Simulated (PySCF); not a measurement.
# How exact exchange moves a shielding

Molecule: SMILES FCC(F)CF, C3H5F3.

Cartesian coordinates in Å; atom numbers follow the order of the lines, from 1:
```xyz
11

F     0.3270    1.7326   -0.8469
C    -0.4971    0.6478   -0.9874
C    -0.5188   -0.1732    0.2751
F    -1.1243    0.5314    1.2892
C     0.8652   -0.5581    0.7605
F     1.4659   -1.3486   -0.1835
H    -0.1311    0.0205   -1.8171
H    -1.5168    0.9994   -1.2163
H    -1.1086   -1.0875    0.0785
H     0.7853   -1.1091    1.7111
H     1.4650    0.3527    0.9154
```

GIAO shieldings (ppm, equivalent atoms averaged) in PySCF 2.14.0 with density-fitted response routines on the PBE0-D3(BJ)/def2-SVP geometry, basis pcSseg-2, gas phase, non-relativistic:

| functional | exact exchange (%) | σ(F4) | σ(F1/F6) | σ(C3) | σ(C2/C5) |
| --- | --- | --- | --- | --- | --- |
| BLYP | 0 | 387.4 | 422.8 | 77.1 | 89.5 |
| BP86 | 0 | 390.9 | 426.3 | 82.7 | 94.8 |
| PBE | 0 | 389.3 | 425.4 | 82.6 | 94.7 |
| B3LYP | 20 | 399.5 | 433.4 | 84.4 | 96.1 |
| mPW1PW91 | 25 | 404.4 | 437.3 | 90.8 | 101.6 |
| BHandHLYP | 50 | 414.5 | 445.9 | 94.0 | 104.4 |
| HF | 100 | 434.7 | 461.8 | 108.6 | 117.5 |

Task: Fit each shielding as a line in the percentage of exact exchange.

Result: σ(F4) = 390.2 + 0.46 x (rms 1.7 ppm); σ(F1/F6) = 425.7 + 0.37 x (rms 1.6 ppm); σ(C3) = 80.9 + 0.28 x (rms 2.2 ppm); σ(C2/C5) = 93.0 + 0.24 x (rms 2.0 ppm). The functionals also differ in their semilocal parts, which the line can't hold; Hartree–Fock has no correlation at all.

Task: What does the line predict for PBE0 (25 %), and what does the run give?

Result: σ(F4): 401.7 predicted, 404.1 computed; σ(F1/F6): 434.9 predicted, 437.6 computed; σ(C3): 87.9 predicted, 91.3 computed; σ(C2/C5): 99.0 predicted, 102.3 computed ppm.
